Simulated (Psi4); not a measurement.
Reaction (SMILES): N (NH3) + H+ → [NH4+]
B3LYP-D3(BJ)/def2-TZVP geometries, fixed; electronic energies without zero-point terms; positive where energy is released.
Largest species:
```
N
H 1 1.0250
H 1 1.0250 2 109.47
H 1 1.0250 2 109.47 3 120.00
H 1 1.0250 2 109.47 4 120.00
```
Charge +1, spin multiplicity 1.

Effect of the integral screening threshold at B3LYP/def2-TZVP with Psi4, against the last row, where the proton affinity is 212.21 kcal/mol.

| setting | largest shift of a total energy (mEh) | shift of the proton affinity (kcal/mol) |
|---|---|---|
| ints_tolerance: 1e-6 | 0.000 | 0.000 |
| ints_tolerance: 1e-8 | 0.000 | 0.000 |
| ints_tolerance: 1e-10 | 0.000 | 0.000 |
| ints_tolerance: 1e-14 | 0.000 | 0.000 |

Within 0.02 kcal/mol in the proton affinity: ints_tolerance: 1e-6; ints_tolerance: 1e-8; ints_tolerance: 1e-10. The largest shift is 0.000 mEh in a total energy and 0.000 kcal/mol in the difference.
